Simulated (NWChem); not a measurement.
SiH₄; SMILES [SiH4]

```xyz
5

Si     0.0000     0.0000     0.0000
H     -0.8572     0.8572     0.8573
H      0.8572    -0.8572     0.8573
H      0.8572     0.8572    -0.8573
H     -0.8572    -0.8572    -0.8573
```
Atoms are numbered in this order, from 1.

All runs use the structure optimised with PBE0-D3(BJ)/def2-TZVP.

Task: List the 4 lowest vertical singlet excitations from B3LYP/6-31G* (spherical d), TDA (NWChem).

Result: 
```json
[
 {"state": "S1", "energy (eV)": "9.63", "oscillator strength": "0.000", "leading excitation (squared amplitude)": "HOMO−1 → LUMO (0.50)"},
 {"state": "S2", "energy (eV)": "9.63", "oscillator strength": "0.000", "leading excitation (squared amplitude)": "HOMO−2 → LUMO (0.50)"},
 {"state": "S3", "energy (eV)": "9.63", "oscillator strength": "0.000", "leading excitation (squared amplitude)": "HOMO−2 → LUMO+1 (0.50)"},
 {"state": "S4", "energy (eV)": "9.89", "oscillator strength": "0.000", "leading excitation (squared amplitude)": "HOMO−1 → LUMO (0.50)"}
]
```
